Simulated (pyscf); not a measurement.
# Addition: `[F][C]([F])=[C]([F])[F]` + `[CH3]` [doublet] → `[CH3][C]([F])([F])[C]([F])[F]` [doublet]

Gas phase, doublet surface, charge 0. Bonds broken: none. Bonds formed: C2–C7. Single points on ωB97X-D3(BJ)/def2-SVP structures (PySCF, gas phase).

Transition state (Å):

```xyz
10

F     -0.8537     0.3161     1.5482
C     -1.1471    -0.3481     0.4465
F     -0.8074    -1.6222     0.4952
C     -2.1151     0.0843    -0.3931
F     -2.4723    -0.5990    -1.4584
F     -2.5206     1.3353    -0.4089
C      0.8000     0.3216    -0.6987
H      0.6944    -0.2409    -1.6303
H      0.6551     1.4046    -0.7344
H      1.4721    -0.0781     0.0649
```

One imaginary mode, 613i cm⁻¹; descent along it reached the two sides named.

```csv
bond,change,reactant side (Å),saddle,product side
C2–C7,forms,3.2,2.356,1.513
```

Electronic energies relative to the separated reactants (eV):

```json
[
 {"level": "ωB97X-D3(BJ)/def2-TZVP", "barrier": "0.17", "reaction energy": "-2.30", "reverse barrier": "2.47"},
 {"level": "PBE/def2-TZVP", "barrier": "0.07", "reaction energy": "-2.05", "reverse barrier": "2.12"},
 {"level": "r²SCAN/def2-TZVP", "barrier": "0.08", "reaction energy": "-2.19", "reverse barrier": "2.26"},
 {"level": "B3LYP-D3(BJ)/def2-TZVP", "barrier": "0.12", "reaction energy": "-2.07", "reverse barrier": "2.19"},
 {"level": "PBE0-D3(BJ)/def2-TZVP", "barrier": "0.12", "reaction energy": "-2.24", "reverse barrier": "2.36"},
 {"level": "M06-2X/def2-TZVP", "barrier": "0.17", "reaction energy": "-2.23", "reverse barrier": "2.40"},
 {"level": "ωB97M-D3(BJ)/def2-TZVP", "barrier": "0.20", "reaction energy": "-2.16", "reverse barrier": "2.36"},
 {"level": "HF/def2-TZVP", "barrier": "0.44", "reaction energy": "-2.06", "reverse barrier": "2.49"}
]
```

With ωB97M-D3(BJ)/def2-TZVP energies and thermal terms (ideal gas, 1 atm, RRHO with modes under 100 cm⁻¹ raised to 100, one conformer, R ln 2 for chiral ones without a mode under 150 cm⁻¹), in eV:

| T (K) | ΔH‡ | ΔG‡ | ΔH | ΔG |
|---|---|---|---|---|
| 298 | 0.24 | 0.60 | -1.98 | -1.52 |
| 600 | 0.25 | 0.97 | -1.99 | -1.06 |
| 900 | 0.27 | 1.32 | -1.96 | -0.60 |
| 1200 | 0.30 | 1.67 | -1.92 | -0.15 |

H₃C–C(F)(F)–C•(F)–F lies 0.32 eV over its isomer H₃C–C•(F)–C(F)(F)–F (electronic energy, ωB97M-D3(BJ)/def2-TZVP). This is the saddle that the search found; another between the same sides may lie lower.
